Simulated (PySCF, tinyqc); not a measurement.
CCSD on RHF in the sto-3g basis, for OH-, spin multiplicity 1, step by step. The basis has no diffuse functions, so it cannot describe the extra electron: this is an exercise in the method, not the real anion. The lowest restricted solution is unstable here: a spin-polarised one lies 0.0000 hartree lower (PySCF). One step of it, computed by the program tinyqc.

Question. CCSD: starting amplitudes. t_ij^ab = <ij||ab> / (e_i + e_j - e_a - e_b), whose energy is MP2.

orbital energies (hartree): MO1 -19.581011, MO2 -0.612572, MO3 0.106516, MO4 0.136390, MO5 0.136390, MO6 0.849591

Two-electron integrals over orbitals (pq|rs), unique and non-zero (hartree):
```
(11|11) 4.748629    (21|11) -0.463855   (21|21) 0.071091    (22|11) 1.087104
(22|21) -0.020442   (22|22) 0.766344    (31|11) 0.095809    (31|21) -0.014961
(31|22) 0.004028    (31|31) 0.008519    (32|11) -0.137095   (32|21) 0.004057
(32|22) -0.069180   (32|31) 0.007916    (32|32) 0.080674    (33|11) 0.562264
(33|21) -0.003884   (33|22) 0.482793    (33|31) 0.000460    (33|32) 0.039653
(33|33) 0.609778    (41|41) 0.025905    (42|41) 0.035301    (42|42) 0.166564
(43|41) -0.006638   (43|42) -0.028190   (43|43) 0.018035    (44|11) 1.115366
(44|21) -0.013596   (44|22) 0.788315    (44|31) 0.002869    (44|32) -0.077158
(44|33) 0.466241    (44|44) 0.880159    (51|51) 0.025905    (52|51) 0.035301
(52|52) 0.166564    (53|51) -0.006638   (53|52) -0.028190   (53|53) 0.018035
(54|54) 0.047444    (55|11) 1.115366    (55|21) -0.013596   (55|22) 0.788315
(55|31) 0.002869    (55|32) -0.077158   (55|33) 0.466241    (55|44) 0.785270
(55|55) 0.880159    (61|11) -0.075097   (61|21) 0.011105    (61|22) -0.004056
(61|31) 0.008422    (61|32) 0.017872    (61|33) -0.000874   (61|44) -0.002220
(61|55) -0.002220   (61|61) 0.023306    (62|11) 0.091658    (62|21) -0.003518
(62|22) 0.044935    (62|31) 0.014758    (62|32) 0.066921    (62|33) 0.008117
(62|44) 0.052325    (62|55) 0.052325    (62|61) 0.026815    (62|62) 0.121083
(63|11) 0.320760    (63|21) -0.004891   (63|22) 0.188430    (63|31) -0.001447
(63|32) -0.078928   (63|33) -0.064050   (63|44) 0.193566    (63|55) 0.193566
(63|61) -0.006341   (63|62) 0.003865    (63|63) 0.186148    (64|41) 0.005105
(64|42) 0.020813    (64|43) 0.017294    (64|64) 0.038337    (65|51) 0.005105
(65|52) 0.020813    (65|53) 0.017294    (65|65) 0.038337    (66|11) 0.951040
(66|21) -0.011859   (66|22) 0.683212    (66|31) 0.006718    (66|32) -0.012860
(66|33) 0.556481    (66|44) 0.677183    (66|55) 0.677183    (66|61) 0.006505
(66|62) 0.061257    (66|63) 0.109165    (66|66) 0.701288
```

Give: Starting amplitudes; correlation energy.

Answer.

Starting amplitudes (spin orbitals 1a, 1b, ...; amplitudes related by a flip of all spins are not repeated):
```
from      to         t
3a 3b  6a 6b   -0.1253
2a 2b  6a 6b   -0.0414
4a 4b  6a 6b   -0.0269
5a 5b  6a 6b   -0.0269
2a 3b  6a 6b   -0.0018
1a 2b  6a 6b   -0.0012
1a 1b  6a 6b   -0.0006
1a 3b  6a 6b  2.99e-04
```

correlation energy = -0.030487 hartree
